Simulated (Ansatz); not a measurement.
## Molecular dynamics of AlH6NO

Input file:

```yaml
crystal:
  periodic: [false, false, false]
  atoms:
    - { symbol: Al, position_ang: [0.086645, 0.342903, 0.038549] }
    - { symbol: O, position_ang: [-0.18362, -0.021781, 1.92267] }
    - { symbol: H, position_ang: [-1.013901, -0.363388, 2.272456] }
    - { symbol: H, position_ang: [1.500409, -0.212469, -0.427573] }
    - { symbol: H, position_ang: [-1.279351, 0.042274, -0.73083] }
    - { symbol: "N", position_ang: [0.128797, 2.086612, 0.827455] }
    - { symbol: H, position_ang: [1.006882, 2.597206, 0.896904] }
    - { symbol: H, position_ang: [-0.601204, 2.760698, 0.605753] }
    - { symbol: H, position_ang: [-0.147255, 1.093447, 1.863916] }
basis:
  gaussian: { orbitals: def2-SVP }
hamiltonian:
  xc: pbe0
  dispersion: d4
md:
  timestep: 0.5
  n_steps: 200
  ensemble: nve
  temperature: 100.0
  initial_velocities: maxwell_boltzmann
  seed: 8649
```

Command:

```bash
$ ansatz run input.yaml --threads 1 --pin off --max-ram 2048MiB --backend cpu --events-out ev --progress --plain --runs-dir out
```

It starts at the highest image of a converged band, a first-order saddle point between two minima.

Output, in part (one step line in 4, the closing report, with atoms numbered from 0):

```
md step     0: t =     0.00 fs  T =   100.0 K  F+E_penalty+E_count = -10221.05785664 eV  E_kin = 0.090482 eV  conserved = -10220.96737464 eV  (22 SCF iters)
md step     4: t =     2.00 fs  T =    85.5 K  F+E_penalty+E_count = -10221.04456188 eV  E_kin = 0.077337 eV  conserved = -10220.96722502 eV  (22 SCF iters)
md step     8: t =     4.00 fs  T =    64.8 K  F+E_penalty+E_count = -10221.02592583 eV  E_kin = 0.058675 eV  conserved = -10220.96725094 eV  (22 SCF iters)
md step    12: t =     6.00 fs  T =    41.1 K  F+E_penalty+E_count = -10221.00440719 eV  E_kin = 0.037225 eV  conserved = -10220.96718187 eV  (21 SCF iters)
md step    16: t =     8.00 fs  T =    26.2 K  F+E_penalty+E_count = -10220.99093876 eV  E_kin = 0.023734 eV  conserved = -10220.96720521 eV  (21 SCF iters)
md step    20: t =    10.00 fs  T =    17.8 K  F+E_penalty+E_count = -10220.98328484 eV  E_kin = 0.016087 eV  conserved = -10220.96719771 eV  (23 SCF iters)
md step    24: t =    12.00 fs  T =    19.6 K  F+E_penalty+E_count = -10220.98484865 eV  E_kin = 0.017710 eV  conserved = -10220.96713899 eV  (22 SCF iters)
md step    28: t =    14.00 fs  T =    41.0 K  F+E_penalty+E_count = -10221.00436793 eV  E_kin = 0.037128 eV  conserved = -10220.96723999 eV  (23 SCF iters)
md step    32: t =    16.00 fs  T =    63.5 K  F+E_penalty+E_count = -10221.02466556 eV  E_kin = 0.057424 eV  conserved = -10220.96724179 eV  (24 SCF iters)
md step    36: t =    18.00 fs  T =    79.7 K  F+E_penalty+E_count = -10221.03942365 eV  E_kin = 0.072073 eV  conserved = -10220.96735043 eV  (25 SCF iters)
md step    40: t =    20.00 fs  T =    70.4 K  F+E_penalty+E_count = -10221.03092338 eV  E_kin = 0.063667 eV  conserved = -10220.96725664 eV  (25 SCF iters)
md step    44: t =    22.00 fs  T =    52.9 K  F+E_penalty+E_count = -10221.01508367 eV  E_kin = 0.047848 eV  conserved = -10220.96723582 eV  (22 SCF iters)
md step    48: t =    24.00 fs  T =    37.1 K  F+E_penalty+E_count = -10221.00078144 eV  E_kin = 0.033582 eV  conserved = -10220.96719913 eV  (22 SCF iters)
md step    52: t =    26.00 fs  T =    31.9 K  F+E_penalty+E_count = -10220.99607678 eV  E_kin = 0.028901 eV  conserved = -10220.96717602 eV  (21 SCF iters)
md step    56: t =    28.00 fs  T =    40.9 K  F+E_penalty+E_count = -10221.00429991 eV  E_kin = 0.037046 eV  conserved = -10220.96725423 eV  (21 SCF iters)
md step    60: t =    30.00 fs  T =    50.2 K  F+E_penalty+E_count = -10221.01258736 eV  E_kin = 0.045382 eV  conserved = -10220.96720498 eV  (21 SCF iters)
md step    64: t =    32.00 fs  T =    64.4 K  F+E_penalty+E_count = -10221.02556817 eV  E_kin = 0.058300 eV  conserved = -10220.96726831 eV  (25 SCF iters)
md step    68: t =    34.00 fs  T =    73.6 K  F+E_penalty+E_count = -10221.03379407 eV  E_kin = 0.066550 eV  conserved = -10220.96724441 eV  (21 SCF iters)
md step    72: t =    36.00 fs  T =    78.7 K  F+E_penalty+E_count = -10221.03846388 eV  E_kin = 0.071174 eV  conserved = -10220.96728974 eV  (22 SCF iters)
md step    76: t =    38.00 fs  T =    71.6 K  F+E_penalty+E_count = -10221.03208976 eV  E_kin = 0.064828 eV  conserved = -10220.96726133 eV  (22 SCF iters)
md step    80: t =    40.00 fs  T =    60.5 K  F+E_penalty+E_count = -10221.02188453 eV  E_kin = 0.054701 eV  conserved = -10220.96718316 eV  (22 SCF iters)
md step    84: t =    42.00 fs  T =    62.1 K  F+E_penalty+E_count = -10221.02341763 eV  E_kin = 0.056197 eV  conserved = -10220.96722067 eV  (22 SCF iters)
md step    88: t =    44.00 fs  T =    70.9 K  F+E_penalty+E_count = -10221.03135843 eV  E_kin = 0.064107 eV  conserved = -10220.96725178 eV  (24 SCF iters)
md step    92: t =    46.00 fs  T =    79.1 K  F+E_penalty+E_count = -10221.03885663 eV  E_kin = 0.071585 eV  conserved = -10220.96727189 eV  (25 SCF iters)
md step    96: t =    48.00 fs  T =    87.0 K  F+E_penalty+E_count = -10221.04591848 eV  E_kin = 0.078685 eV  conserved = -10220.96723324 eV  (21 SCF iters)
md step   100: t =    50.00 fs  T =    93.8 K  F+E_penalty+E_count = -10221.05231905 eV  E_kin = 0.084906 eV  conserved = -10220.96741291 eV  (25 SCF iters)
md step   104: t =    52.00 fs  T =    70.8 K  F+E_penalty+E_count = -10221.03125510 eV  E_kin = 0.064053 eV  conserved = -10220.96720199 eV  (21 SCF iters)
md step   108: t =    54.00 fs  T =    58.3 K  F+E_penalty+E_count = -10221.01995849 eV  E_kin = 0.052718 eV  conserved = -10220.96724059 eV  (22 SCF iters)
md step   112: t =    56.00 fs  T =    49.4 K  F+E_penalty+E_count = -10221.01200725 eV  E_kin = 0.044660 eV  conserved = -10220.96734705 eV  (23 SCF iters)
md step   116: t =    58.00 fs  T =    36.7 K  F+E_penalty+E_count = -10221.00026400 eV  E_kin = 0.033220 eV  conserved = -10220.96704415 eV  (21 SCF iters)
md step   120: t =    60.00 fs  T =    64.4 K  F+E_penalty+E_count = -10221.02567866 eV  E_kin = 0.058241 eV  conserved = -10220.96743799 eV  (22 SCF iters)
md step   124: t =    62.00 fs  T =    68.6 K  F+E_penalty+E_count = -10221.02928725 eV  E_kin = 0.062109 eV  conserved = -10220.96717832 eV  (21 SCF iters)
md step   128: t =    64.00 fs  T =    85.7 K  F+E_penalty+E_count = -10221.04485759 eV  E_kin = 0.077552 eV  conserved = -10220.96730589 eV  (22 SCF iters)
md step   132: t =    66.00 fs  T =    93.7 K  F+E_penalty+E_count = -10221.05216081 eV  E_kin = 0.084781 eV  conserved = -10220.96737992 eV  (22 SCF iters)
md step   136: t =    68.00 fs  T =    82.7 K  F+E_penalty+E_count = -10221.04196550 eV  E_kin = 0.074812 eV  conserved = -10220.96715368 eV  (22 SCF iters)
md step   140: t =    70.00 fs  T =    87.0 K  F+E_penalty+E_count = -10221.04616481 eV  E_kin = 0.078741 eV  conserved = -10220.96742344 eV  (25 SCF iters)
md step   144: t =    72.00 fs  T =    64.3 K  F+E_penalty+E_count = -10221.02539294 eV  E_kin = 0.058193 eV  conserved = -10220.96719990 eV  (22 SCF iters)
md step   148: t =    74.00 fs  T =    50.9 K  F+E_penalty+E_count = -10221.01324529 eV  E_kin = 0.046023 eV  conserved = -10220.96722198 eV  (22 SCF iters)
md step   152: t =    76.00 fs  T =    48.0 K  F+E_penalty+E_count = -10221.01075967 eV  E_kin = 0.043457 eV  conserved = -10220.96730307 eV  (22 SCF iters)
md step   156: t =    78.00 fs  T =    41.6 K  F+E_penalty+E_count = -10221.00482401 eV  E_kin = 0.037675 eV  conserved = -10220.96714902 eV  (22 SCF iters)
md step   160: t =    80.00 fs  T =    60.6 K  F+E_penalty+E_count = -10221.02211121 eV  E_kin = 0.054827 eV  conserved = -10220.96728409 eV  (22 SCF iters)
md step   164: t =    82.00 fs  T =    77.7 K  F+E_penalty+E_count = -10221.03764989 eV  E_kin = 0.070276 eV  conserved = -10220.96737436 eV  (23 SCF iters)
md step   168: t =    84.00 fs  T =    73.5 K  F+E_penalty+E_count = -10221.03371108 eV  E_kin = 0.066507 eV  conserved = -10220.96720371 eV  (22 SCF iters)
md step   172: t =    86.00 fs  T =    77.6 K  F+E_penalty+E_count = -10221.03762724 eV  E_kin = 0.070211 eV  conserved = -10220.96741668 eV  (25 SCF iters)
md step   176: t =    88.00 fs  T =    55.1 K  F+E_penalty+E_count = -10221.01705555 eV  E_kin = 0.049849 eV  conserved = -10220.96720637 eV  (21 SCF iters)
md step   180: t =    90.00 fs  T =    45.8 K  F+E_penalty+E_count = -10221.00866409 eV  E_kin = 0.041399 eV  conserved = -10220.96726545 eV  (22 SCF iters)
md step   184: t =    92.00 fs  T =    44.1 K  F+E_penalty+E_count = -10221.00719156 eV  E_kin = 0.039875 eV  conserved = -10220.96731672 eV  (22 SCF iters)
md step   188: t =    94.00 fs  T =    37.1 K  F+E_penalty+E_count = -10221.00069887 eV  E_kin = 0.033529 eV  conserved = -10220.96716974 eV  (22 SCF iters)
md step   192: t =    96.00 fs  T =    46.2 K  F+E_penalty+E_count = -10221.00925707 eV  E_kin = 0.041803 eV  conserved = -10220.96745423 eV  (22 SCF iters)
md step   196: t =    98.00 fs  T =    31.6 K  F+E_penalty+E_count = -10220.99568496 eV  E_kin = 0.028598 eV  conserved = -10220.96708705 eV  (21 SCF iters)
md step   200: t =   100.00 fs  T =    47.2 K  F+E_penalty+E_count = -10221.01013119 eV  E_kin = 0.042739 eV  conserved = -10220.96739185 eV  (24 SCF iters)
Total energy: -10221.01015995 eV, -375.6151953285 hartree
Atom 0 at     0.097397     0.413007     0.060818 Å, force     0.033676    -0.077959     0.247754 eV/Å
Atom 1 at    -0.215677    -0.153076     1.985298 Å, force     0.676600    -0.425482    -0.257028 eV/Å
Atom 2 at    -1.064310    -0.519874     2.239984 Å, force    -0.300747     0.143309     0.170007 eV/Å
Atom 3 at     1.470726    -0.325773    -0.305150 Å, force    -0.120187     0.104493    -0.065419 eV/Å
Atom 4 at    -1.336029     0.051605    -0.518516 Å, force    -0.104900    -0.127905    -0.213802 eV/Å
Atom 5 at     0.154481     2.136351     0.685140 Å, force     0.112015     0.323628     0.022633 eV/Å
Atom 6 at     1.004076     2.703295     0.697321 Å, force    -0.220847    -0.111352    -0.034137 eV/Å
Atom 7 at    -0.636541     2.751638     0.474532 Å, force     0.285709    -0.139444     0.087023 eV/Å
Atom 8 at    -0.108229     0.773141     2.279947 Å, force    -0.361319     0.310711     0.042969 eV/Å
Dipole moment:    -0.292614     0.204408     0.567963 e Å
```

All steps were run. The conserved energy stayed within 0.038 meV per atom of its start (net change -0.0019 meV per atom), so the integration is sound. A run of 0.1 ps of so small a system gives no equilibrium averages. The orbitals stay closed-shell, which can raise the energy where a bond breaks towards radicals; this wasn't checked here.

Between its relaxed ends the band would form O2–H9 and break N6–H9. These pairs go: O2–H9 1.12 → 0.98 Å, N6–H9 1.46 → 2.11 Å. In the last frame they stand as after the step (other bonds may differ from the relaxed reactants and products). It ends as one piece, AlH6NO. Pairs count as bonded within 1.25 times the sum of covalent radii (0.12 Å more for H–H).

Last frame:

```xyz
9
Properties=species:S:1:pos:R:3
Al 0.097 0.413 0.061
O -0.216 -0.153 1.985
H -1.064 -0.520 2.240
H 1.471 -0.326 -0.305
H -1.336 0.052 -0.518
N 0.154 2.136 0.685
H 1.004 2.703 0.697
H -0.636 2.752 0.474
H -0.108 0.773 2.280
```

The run took 4.2 min on 1 thread of Intel(R) Xeon(R) 6975P-C (Granite Rapids) (shared host), peak memory 0.15 GiB.
